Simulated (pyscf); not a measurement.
Optimised with ωB97X-D3(BJ)/def2-SVP in PySCF.

**Question.** Estimate the classical barrier height and the reaction energy of `[CH3][GaH][CH3]` + `[OH][SiH3]` → `[CH3][Ga]([CH3])[O][SiH3]` + `[H][H]` at r²SCAN/def2-TZVP. The step runs on the singlet surface, breaks Ga–H, H–O and forms Ga–O, H–H; take the separated reactants as zero.

**Answer.** ΔE‡ = 7.1 kJ/mol, ΔE = -83.3 kJ/mol. ωB97M-D3(BJ)/def2-TZVP gives 27.7 kJ/mol and -74.0 kJ/mol. Zero-point energy shifts the barrier by -3.1 kJ/mol. It is a four-centre exchange, with an imaginary mode of 1302i cm⁻¹. On the reactant side the descent ends in an adduct with a Ga–O contact, 58.1 kJ/mol under the separated species and 74.9 kJ/mol under the saddle at ωB97X-D3(BJ)/def2-TZVP. What is counted as formed (Ga–O) is already present as a longer contact in the reactant adduct; forming that adduct is a step of its own. At the saddle there is also a short Ga–H contact that neither side keeps. At ωB97X-D3(BJ)/def2-TZVP the barrier from the zero used here is 16.9 kJ/mol. One saddle was located; it need not be the lowest between these sides. Elements up to Kr have no core potential and no relativistic terms here.
